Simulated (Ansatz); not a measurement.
**C4H5NS (SMILES Cc1nccs1): levels of theory compared**

Wanted: a comparison of 6 runs (HF/STO-3G, B3LYP/6-31G*, BHLYP/def2-SVP, PBE/def2-SVP, wB97M-V/def2-SVP, wB97X/def2-SVP) of C4H5NS. 

The results are computed with Ansatz 0.2.0.

65 further runs of the same task are left out: 65 set aside as unsound or not needed. Runs told in other sessions of the task aren't counted.

## Step 1: The molecule

The species is C4H5NS (11 atoms), meant as a singlet with charge 0. As SMILES, `Cc1nccs1`. The C1–C2 distance was set to 3.271 Å, away from the relaxed value. At this shape a bond of the SMILES string is far longer than usual.

Bond lengths: C2–N3 1.298 Å, N3–C4 1.364 Å, C4–C5 1.358 Å, C2–S6 1.730 Å, C5–S6 1.707 Å, C1–H7 1.089 Å, C1–H8 1.092 Å, C1–H9 1.093 Å, C4–H10 1.082 Å, C5–H11 1.079 Å. Some angles: C2–N3–C4 111.3°, N3–C2–S6 113.7°, N3–C4–C5 115.9°, C4–C5–S6 109.3°, C2–S6–C5 89.9°, N3–C4–H10 119.3°, C5–C4–H10 124.8°, C4–C5–H11 128.8°, S6–C5–H11 121.9°, H7–C1–H8 108.9°.

## Step 2: The energy at HF/STO-3G (run 1)

File molecule.yaml:

```yaml
crystal:
  periodic: [false, false, false]
  atoms:
    - symbol: C
      position_ang: [-1.239708, -1.468255, 3.203205]
    - symbol: C
      position_ang: [-0.182070, -0.172140, 0.391880]
    - symbol: N
      position_ang: [1.032700, -0.281240, -0.051200]
    - symbol: C
      position_ang: [1.184750, 0.360790, -1.245280]
    - symbol: C
      position_ang: [0.075600, 0.974170, -1.733310]
    - symbol: S
      position_ang: [-1.221940, 0.738440, -0.648830]
    - symbol: H
      position_ang: [-0.414128, -2.006875, 3.666625]
    - symbol: H
      position_ang: [-2.066128, -2.163285, 3.037915]
    - symbol: H
      position_ang: [-1.587518, -0.695945, 3.893335]
    - symbol: H
      position_ang: [2.150510, 0.351810, -1.733010]
    - symbol: H
      position_ang: [-0.039610, 1.534670, -2.647590]
basis:
  gaussian:
    orbitals: STO-3G
hamiltonian:
  xc: hf
accuracy: high
output: {orbitals: {seedname: orbitals}}
```

Launch:

```console
ansatz run molecule.yaml --threads 1 --pin off --max-ram 3480MiB --events-out events.jsonl --progress --plain --runs-dir runs
```

The program printed:

```text
Warning: RAYON_NUM_THREADS=1 ignored (pool sized by the plan → 1); use --threads N
Functional definition: HF
  name "HF"
  exchange = exact_x
  correlation = 0
797 factors; integrals over basis functions are off by at most 9.9e-9 eV
mean field evaluation 1: about -16299.3116 eV, gradient 2.2e1 eV
mean field evaluation 2: about -16299.5294 eV, gradient 2.2e1 eV
mean field evaluation 4: about -16301.3740 eV, gradient 4.4e0 eV
mean field evaluation 8: about -16301.4733 eV, gradient 7.8e-2 eV
mean field evaluation 16: about -16301.4714 eV, gradient 2.6e-8 eV
mean field evaluation 32: about -16299.3818 eV, gradient 4.9e-1 eV
mean field -16301.47144826 eV, -599.0680261894 hartree, gradient 2.6e-8 eV, S^2 0.000000; 0 other end points of the search recorded, 0 dependent functions left out
reference -16301.47144826 eV, -599.0680261894 hartree; 26, 26 occupied and 13, 13 virtual orbitals, 797 factors
Total energy: -16301.47144826 eV, -599.0680261894 hartree
```

Run time: 0.79 s. Hardware: 1 thread of Arm Neoverse V1, shared host.

## Step 3: A single-point energy at B3LYP/6-31G(d) (spherical functions) (run 2)

File input.yaml:

```yaml
crystal:
  periodic: [false, false, false]
  atoms:
    - {symbol: C, position_ang: [-1.239708, -1.468255, 3.203205]}
    - {symbol: C, position_ang: [-0.182070, -0.172140, 0.391880]}
    - {symbol: N, position_ang: [1.032700, -0.281240, -0.051200]}
    - {symbol: C, position_ang: [1.184750, 0.360790, -1.245280]}
    - {symbol: C, position_ang: [0.075600, 0.974170, -1.733310]}
    - {symbol: S, position_ang: [-1.221940, 0.738440, -0.648830]}
    - {symbol: H, position_ang: [-0.414128, -2.006875, 3.666625]}
    - {symbol: H, position_ang: [-2.066128, -2.163285, 3.037915]}
    - {symbol: H, position_ang: [-1.587518, -0.695945, 3.893335]}
    - {symbol: H, position_ang: [2.150510, 0.351810, -1.733010]}
    - {symbol: H, position_ang: [-0.039610, 1.534670, -2.647590]}
basis:
  gaussian: {orbitals: 6-31G_st_-spherical.json}
hamiltonian: {xc: {name: B3LYP}}
accuracy: high
output: {orbitals: {seedname: orbitals}}
```

The basis set 6-31G* is read from a file made from the Basis Set Exchange's data (not shown).

Launch:

```console
ansatz run input.yaml --threads 1 --pin off --max-ram 3480MiB --events-out events.jsonl --progress --plain --runs-dir runs
```

The program printed:

```text
Warning: RAYON_NUM_THREADS=1 ignored (pool sized by the plan → 1); use --threads N
Functional definition: B3LYP
  name "B3LYP"
  parameter a0 = 0.2
  parameter ax = 0.72
  parameter ac = 0.81
  exchange = (1 - a0 - ax)*slater_x + ax*b88_x + a0*exact_x
  correlation = (1 - ac)*vwn_rpa_c + ac*lyp_c
2336 factors; integrals over basis functions are off by at most 5.6e-9 eV
mean field evaluation 1: about -16539.5103 eV, gradient 6.0e1 eV
mean field evaluation 2: about -16507.1644 eV, gradient 1.2e2 eV
mean field evaluation 4: about -16544.3789 eV, gradient 3.2e1 eV
mean field evaluation 8: about -16548.4381 eV, gradient 1.4e0 eV
mean field evaluation 16: about -16548.7357 eV, gradient 3.8e-3 eV
mean field -16548.73571571 eV, -608.1548204166 hartree, gradient 6.2e-8 eV, S^2 0.000000; 0 other end points of the search recorded, 0 dependent functions left out
reference -16548.73575679 eV, -608.1548219260 hartree; 26, 26 occupied and 72, 72 virtual orbitals, 2336 factors
Total energy: -16548.73575679 eV, -608.1548219260 hartree
```

It took 13 s on 1 thread of Arm Neoverse V1, shared host; peak memory 0.37 GiB.

Runs 3 to 5 aren't shown in full; the table further down has their settings and results.

## Step 4: A single-point energy at wB97X/def2-SVP (run 6)

input.yaml, as its differences from that of step 3:

```diff
@@ -5,3 +5,3 @@
     - {symbol: C, position_ang: [-0.182070, -0.172140, 0.391880]}
-    - {symbol: N, position_ang: [1.032700, -0.281240, -0.051200]}
+    - {symbol: "N", position_ang: [1.032700, -0.281240, -0.051200]}
     - {symbol: C, position_ang: [1.184750, 0.360790, -1.245280]}
@@ -15,4 +15,4 @@
 basis:
-  gaussian: {orbitals: 6-31G_st_-spherical.json}
-hamiltonian: {xc: {name: B3LYP}}
+  gaussian: {orbitals: def2-SVP}
+hamiltonian: {xc: {name: wB97X}}
 accuracy: high
```

Launch:

```console
ansatz run input.yaml --threads 1 --pin off --max-ram 3480MiB --events-out events.jsonl --progress --plain --runs-dir runs
```

The program printed (excerpt; [...] marks lines left out):

```text
Warning: RAYON_NUM_THREADS=1 ignored (pool sized by the plan → 1); use --threads N
Functional definition: wB97X
  name "wB97X"
[...]
      + exact_x_lr(omega)
[...]
      + integral(e_c_pw_opposite_spin*poly(b97_u_opposite, 1, cos1, cos2, cos3, cos4))
2660 factors; integrals over basis functions are off by at most 9.2e-9 eV
439 factors; integrals over basis functions are off by at most 2.2e-9 eV
[...]
mean field -16538.96473102 eV, -607.7957433521 hartree, gradient 2.7e-8 eV, S^2 0.000000; 0 other end points of the search recorded, 0 dependent functions left out
reference -16538.96472775 eV, -607.7957432319 hartree; 26, 26 occupied and 87, 87 virtual orbitals, 2660 factors
Total energy: -16538.96472775 eV, -607.7957432319 hartree
```

Wall time 49 s (1 thread of Arm Neoverse V1, shared host); peak memory 0.71 GiB.

## Step 5: Overview of the runs

```csv
run,level,energy (Eh),HOMO energy (eV),LUMO energy (eV),HOMO–LUMO gap (eV),wall time
1,HF/STO-3G,-599.068026,-4.97,1.00,5.97,0.79 s
2,B3LYP/6-31G* (spherical functions),-608.154822,-6.15,-3.99,2.15,13 s
3,BHLYP/def2-SVP,-607.718883,-7.15,-3.25,3.90,17 s
4,PBE/def2-SVP,-607.469060,-5.63,-4.56,1.08,20 s
5,wB97M-V/def2-SVP,-607.751927,-8.20,-2.22,5.98,2.3 min
6,wB97X/def2-SVP,-607.795743,-8.34,-2.25,6.10,49 s
```

## Step 6: Summary of results

```
            quantity          value
 run 6: total energy  -607.79574 Eh
  run 6: HOMO energy       -8.34 eV
  run 6: LUMO energy       -2.25 eV
run 6: HOMO–LUMO gap        6.10 eV
```

The HOMO–LUMO gap runs from 1.08 eV (PBE/def2-SVP) to 6.10 eV (wB97X/def2-SVP). Totals of different functionals can't be ranked against each other. In run 1 the basis is minimal, so the values are rough. In all runs a closed-shell determinant meets a far-stretched bond; if it breaks into open shells, such a determinant describes it badly, and no broken-symmetry solution was shown. All runs together took 4 min, the longest 2.3 min.
